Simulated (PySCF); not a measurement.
## Assigning NMR signals

Structure with atom numbers: `[CH3:1][CH2:2][CH2:3][C:4]#[N:5]`; H(Xn) means a hydrogen on atom n.

PySCF 2.14.0 with density-fitted response routines calculation with GFN2-xTB structure, PBE0/pcSseg-1 with gauge-including orbitals and J couplings at B3LYP/pcJ-1 (spin–dipole term only in couplings to heteroatoms); rapidly exchanging positions averaged, a single conformation, no solvent model, relativity neglected.

Shifts are taken against calculated references (same method and geometry level): ¹³C, ¹H vs TMS.

(1) Assign these signals to the numbered atoms. ¹³C{¹H} NMR (computed): δ 124.0, 24.2, 19.7, 15.4.

(2) Assign these signals to the numbered atoms. ¹H NMR (400 MHz, computed): δ 2.24 (t, J = 7.4 Hz, 2H), 1.61 (sext, J = 7.6 Hz, 2H), 1.24 (t, J = 7.7 Hz, 3H).

## Answers

(1) 
| δ (ppm) | atoms | environment | reason |
| --- | --- | --- | --- |
| 124.0 | C4 | nitrile carbon | typical of a nitrile |
| 24.2 | C2 | sp3 CH2 | a saturated carbon with 2 carbon neighbours and no heteroatom attached |
| 19.7 | C3 | sp3 CH2 α to a nitrile | saturated and bonded to C and H only |
| 15.4 | C1 | methyl carbon | saturated and bonded to C and H only |

(2) 
| δ (ppm) | atoms | environment | reason |
| --- | --- | --- | --- |
| 2.24 | H(C3) | hydrogen on an sp3 CH2 α to a nitrile | – |
| 1.61 | H(C2) | hydrogen on an sp3 CH2 | – |
| 1.24 | H(C1) | hydrogen on a methyl carbon | far from electronegative atoms and π systems |

Multiplet labels drop couplings under 1 Hz and merge nearly equal ones. Unscaled 3J(H,H) at this level run about 10 % above measured values. Shifts are as computed. Against solution values, carbons near 30 ppm lie about +3 ppm off and those near 130 ppm about +5 ppm. Of 1211 compounds with measured shifts, 218 miss one by over three times the rms of a fit or turn the order of signals round; such compounds aren't used in these exercises. Across freely rotating sp3–sp3 bonds, 3J(H,H) is taken as (2 J gauche + J anti)/3 from the one conformer, which assumes equal rotamer populations.
